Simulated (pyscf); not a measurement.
HO–BH–OH (SMILES OBO) + HF (SMILES F) → HO–B(OH)–F (SMILES OB(O)F) + H₂ (SMILES [H][H]) (four-centre exchange; singlet surface; B–H, F–H broken, B–F, H–H formed). PySCF, gas phase, ωB97X-D3(BJ)/def2-SVP geometries. Energies in kcal/mol from the separated reactants.

```csv
level,barrier,reaction energy
ωB97X-D3(BJ)/def2-TZVP,(withheld),-29.2
PBE/def2-TZVP,20.9,-28.5
PBE0-D3(BJ)/def2-TZVP,24.4,-28.8
M06-2X/def2-TZVP,(withheld),(withheld)
ωB97M-D3(BJ)/def2-TZVP,26.8,-29.4
HF/def2-TZVP,44.6,-30.7
```

Task: Fill in the missing entries.

Result: 
- ωB97X-D3(BJ)/def2-TZVP, barrier: 27.5
- M06-2X/def2-TZVP, barrier: 27.6
- M06-2X/def2-TZVP, reaction energy: -31.9

The functionals in the table span 6.6 kcal/mol in this barrier, from PBE to M06-2X. On the reactant side the descent ends in a complex, 6.3 kcal/mol under the separated species and 33.8 kcal/mol under the saddle at ωB97X-D3(BJ)/def2-TZVP. The same reactants have a lower exit, to H₂O + HO–BH–F (barrier +17.1 kcal/mol at ωB97M-D3(BJ)/def2-TZVP, against +26.8 kcal/mol here). One saddle was located; it need not be the lowest between these sides.
